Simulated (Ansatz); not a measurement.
Mulliken charges of C3H3NO (`C#C/N=C/O`) from ωB97M-V/def2-TZVPP in Ansatz (PBE0-D4/def2-TZVP geometry).

| atom | x (Å) | y (Å) | z (Å) | charge (e) |
| --- | --- | --- | --- | --- |
| C1 | -1.475 | 0.982 | 1.482 | -0.292 |
| C2 | -0.740 | 0.282 | 0.835 | -0.034 |
| N3 | 0.047 | -0.574 | 0.187 | -0.234 |
| C4 | 0.715 | -0.205 | -0.826 | 0.220 |
| O5 | 1.502 | -1.043 | -1.482 | -0.239 |
| H6 | -2.121 | 1.609 | 2.046 | 0.256 |
| H7 | 0.721 | 0.797 | -1.256 | 0.116 |
| H8 | 1.442 | -1.904 | -1.041 | 0.206 |

Task: By hand: the dipole of these point charges (1 e Å = 4.8032 D).

Result: Σ q r = (0.081, 0.154, -0.169) e Å, of length 0.243 e Å = 1.17 D.

Task: How does the dipole of the full density compare? (An estimate is asked.)

Result: Ansatz gave: (0.176, -0.008, -0.223) e Å, 1.37 D; the point charges give 0.85 times that, at 43° from its direction.

Point charges leave out the atoms' own dipoles, such as those of lone pairs, and Mulliken's split depends on the basis, so the two needn't agree.
